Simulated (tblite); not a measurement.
C4H8S2.
Atom-mapped SMILES: `[CH3:1][S:2][CH2:3][C:4]([CH3:5])=[S:6]` (hydrogens: H7, H8, H9 on C1; H10, H11 on C3; H12, H13, H14 on C5)

Computed with GFN2-xTB (tblite), gas phase: Langevin dynamics at 600 K from the optimised GFN2-xTB geometry, time step 0.5 fs, friction 0.01 fs⁻¹, 2000 steps. The instantaneous temperature is 2·E(kin)/(3Nk) with all 3N coordinates.

| t (fs) | T (K) | E(pot) above start (eV) | C1–S2 (Å) | S2–C3 (Å) | C3–C4 (Å) | C4–C5 (Å) | C4=S6 (Å) | C1–H7 (Å) | C1–S2–C3–C4 (°) |
| --- | --- | --- | --- | --- | --- | --- | --- | --- | --- |
| 0 | 465 | 0.000 | 1.810 | 1.843 | 1.482 | 1.487 | 1.629 | 1.085 | -75 |
| 25 | 388 | 0.394 | 1.822 | 1.850 | 1.486 | 1.478 | 1.581 | 1.045 | -65 |
| 50 | 268 | 0.779 | 1.825 | 1.903 | 1.461 | 1.520 | 1.646 | 1.142 | -57 |
| 75 | 358 | 0.544 | 1.823 | 1.857 | 1.451 | 1.480 | 1.587 | 1.167 | -60 |
| 100 | 406 | 0.793 | 1.824 | 1.851 | 1.562 | 1.557 | 1.597 | 1.088 | -60 |
| 125 | 493 | 0.652 | 1.841 | 1.796 | 1.557 | 1.539 | 1.599 | 1.085 | -58 |
| 150 | 434 | 0.734 | 1.830 | 1.905 | 1.449 | 1.490 | 1.618 | 1.114 | -64 |
| 175 | 499 | 0.598 | 1.840 | 1.795 | 1.560 | 1.484 | 1.600 | 1.077 | -60 |
| 200 | 536 | 0.519 | 1.843 | 1.936 | 1.516 | 1.521 | 1.621 | 1.097 | -65 |
| 225 | 510 | 0.809 | 1.848 | 1.813 | 1.414 | 1.538 | 1.610 | 1.147 | -66 |
| 250 | 710 | 0.748 | 1.816 | 1.946 | 1.455 | 1.539 | 1.614 | 1.084 | -61 |
| 275 | 565 | 1.035 | 1.861 | 1.835 | 1.480 | 1.546 | 1.665 | 1.045 | -49 |
| 300 | 647 | 0.824 | 1.796 | 1.938 | 1.457 | 1.478 | 1.628 | 1.128 | -67 |
| 325 | 530 | 0.744 | 1.911 | 1.775 | 1.536 | 1.475 | 1.620 | 1.115 | -84 |
| 350 | 492 | 0.762 | 1.774 | 1.953 | 1.498 | 1.433 | 1.579 | 1.030 | -81 |
| 375 | 422 | 0.975 | 1.905 | 1.755 | 1.499 | 1.561 | 1.616 | 1.061 | -82 |
| 400 | 495 | 0.642 | 1.789 | 1.934 | 1.466 | 1.548 | 1.620 | 1.156 | -89 |
| 425 | 630 | 0.871 | 1.907 | 1.753 | 1.448 | 1.495 | 1.611 | 1.092 | -88 |
| 450 | 803 | 0.901 | 1.840 | 1.896 | 1.462 | 1.530 | 1.653 | 1.045 | -85 |
| 475 | 499 | 1.108 | 1.805 | 1.927 | 1.569 | 1.438 | 1.640 | 1.076 | -73 |
| 500 | 579 | 1.145 | 1.819 | 1.849 | 1.648 | 1.422 | 1.591 | 1.179 | -71 |
| 525 | 733 | 0.562 | 1.808 | 1.843 | 1.496 | 1.475 | 1.642 | 1.090 | -83 |
| 550 | 521 | 0.858 | 1.824 | 1.847 | 1.437 | 1.505 | 1.692 | 1.035 | -87 |
| 575 | 599 | 0.867 | 1.764 | 1.910 | 1.380 | 1.502 | 1.653 | 1.102 | -76 |
| 600 | 554 | 0.976 | 1.950 | 1.756 | 1.458 | 1.520 | 1.675 | 1.103 | -66 |
| 625 | 600 | 0.929 | 1.737 | 2.044 | 1.429 | 1.482 | 1.698 | 1.112 | -71 |
| 650 | 772 | 0.924 | 1.921 | 1.725 | 1.539 | 1.481 | 1.640 | 1.066 | -73 |
| 675 | 724 | 0.936 | 1.823 | 1.960 | 1.515 | 1.470 | 1.616 | 1.100 | -63 |
| 700 | 453 | 1.297 | 1.843 | 1.825 | 1.587 | 1.410 | 1.658 | 1.113 | -56 |
| 725 | 747 | 0.660 | 1.820 | 1.841 | 1.584 | 1.543 | 1.645 | 1.041 | -60 |
| 750 | 749 | 0.988 | 1.848 | 1.880 | 1.457 | 1.601 | 1.549 | 1.071 | -60 |
| 775 | 637 | 1.102 | 1.880 | 1.862 | 1.519 | 1.613 | 1.631 | 1.152 | -59 |
| 800 | 648 | 1.144 | 1.840 | 1.877 | 1.428 | 1.504 | 1.539 | 1.124 | -65 |
| 825 | 483 | 1.269 | 1.846 | 1.890 | 1.516 | 1.587 | 1.715 | 1.042 | -85 |
| 850 | 575 | 0.704 | 1.815 | 1.770 | 1.471 | 1.485 | 1.574 | 1.082 | -83 |
| 875 | 523 | 0.889 | 1.829 | 1.866 | 1.549 | 1.475 | 1.676 | 1.065 | -75 |
| 900 | 786 | 0.477 | 1.817 | 1.808 | 1.532 | 1.480 | 1.655 | 1.103 | -68 |
| 925 | 443 | 0.923 | 1.877 | 1.890 | 1.417 | 1.520 | 1.649 | 1.095 | -68 |
| 950 | 488 | 1.180 | 1.788 | 1.870 | 1.466 | 1.586 | 1.664 | 1.025 | -49 |
| 975 | 550 | 1.185 | 1.828 | 1.918 | 1.391 | 1.507 | 1.616 | 1.153 | -55 |
| 1000 | 568 | 0.773 | 1.851 | 1.819 | 1.527 | 1.539 | 1.684 | 1.093 | -80 |

Question: From 500 fs on, how do temperature and potential energy compare with equipartition?

Answer: The mean temperature of these 21 frames is 606 K against the target 600 K, and the mean potential energy 0.94 eV against 36 × kT/2 = 0.93 eV for 36 classical harmonic modes. For 14 atoms in a canonical ensemble the temperature itself scatters by T·√(2/(3N)) = 131 K; here its standard deviation is 106 K. The whole run lasts only 10 friction times of 100 fs, so these averages carry a wide statistical error.

Question: What are the kinetic and total energies of the listed frame with the highest potential energy?

Answer: The one at 700 fs, 1.297 eV above the start. Its kinetic energy is 3NkT/2 = 0.820 eV at 453 K, so the sum is 2.12 eV; over the listed frames the sum runs from 0.84 to 2.35 eV, since the thermostat adds and removes energy.

Question: How much do the listed bonds fluctuate from 500 fs on?

Answer: 
```
 bond  at the start (Å)  mean (Å)  standard deviation (Å)
C1–S2             1.810     1.835                   0.046
S2–C3             1.843     1.860                   0.068
C3–C4             1.482     1.493                   0.067
C4–C5             1.487     1.510                   0.053
C4=S6             1.629     1.641                   0.046
C1–H7             1.085     1.093                   0.039
```

The motion is classical and holds no zero-point motion.

What follows is the cost of the whole dynamics run. On an Arm Neoverse V1 with one thread, no GPU, shared host with 64 logical CPUs at a one-minute load of 25, this took 11 s wall and 0.18 GiB of memory at its peak.
